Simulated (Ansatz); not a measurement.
# CH6BF: the cost of one run

Program: Ansatz 0.2.0. Level of theory: RKS B3LYP/cc-pVDZ. These are calculated values, not measurements.

### 1 The system as given

Bond lengths: B1–F2 1.670 Å, B1–C3 1.600 Å, C3–H4 1.110 Å, C3–H5 1.110 Å, C3–H6 1.110 Å, B1–H7 1.190 Å. Angles: F2–B1–C3 120.0°, F2–B1–H7 120.0°, C3–B1–H7 120.0°, B1–C3–H4 109.5°, B1–C3–H5 109.5°, B1–C3–H6 109.5°, H4–C3–H5 109.4°, H4–C3–H6 109.4°, H5–C3–H6 109.4°.

Coordinates:

```xyz
9

B     0.0000    0.0000    0.0000
F     0.0000    0.0000    1.6700
C     1.3856    0.0000   -0.8000
H     1.7152   -1.0462   -0.9702
H     1.2491    0.5080   -1.7774
H     2.1552    0.5381   -0.2082
H    -1.0305    0.0000   -0.5950
H     0.0668    1.4124    0.4698
H     0.0526    1.1131    1.3144
```

### 2 A restrained relaxation towards end A

Springs on the bonds that form and break draw the guess towards this end; the thresholds are loose.

Contents of input.yaml:

```yaml
crystal:
  periodic: [false, false, false]
  atoms:
    - { symbol: B, position_ang: [0.0, 0.0, 0.0] }
    - { symbol: F, position_ang: [0.0, 0.0, 1.67] }
    - { symbol: C, position_ang: [1.3856, 0.0, -0.8] }
    - { symbol: H, position_ang: [1.7152, -1.0462, -0.9702] }
    - { symbol: H, position_ang: [1.2491, 0.508, -1.7774] }
    - { symbol: H, position_ang: [2.1552, 0.5381, -0.2082] }
    - { symbol: H, position_ang: [-1.0305, 0.0, -0.595] }
    - { symbol: H, position_ang: [0.0668, 1.4124, 0.4698] }
    - { symbol: H, position_ang: [0.0526, 1.1131, 1.3144] }
basis:
  gaussian: { orbitals: cc-pVDZ }
hamiltonian:
  xc: b3lyp
relax:
  f_tol: 0.15
  max_steps: 25
  restrain:
    - { distance: [0, 7], at: 2.39, k: 30.0 }
    - { distance: [8, 1], at: 2.12, k: 30.0 }
    - { distance: [0, 1], at: 1.32, k: 30.0 }
    - { distance: [8, 7], at: 0.66, k: 30.0 }
output:
  orbitals: {}
```

Run with:

```console
$ ansatz run input.yaml --threads 1 --pin off --max-ram 2048MiB --backend cpu --events-out ev --progress --plain --runs-dir out
```

**Question.** How long does this run take on 1 thread of Intel Xeon 6975P-C (Granite Rapids), shared host, and how much memory does it need?

About 10 s, with a peak of 0.16 GiB.
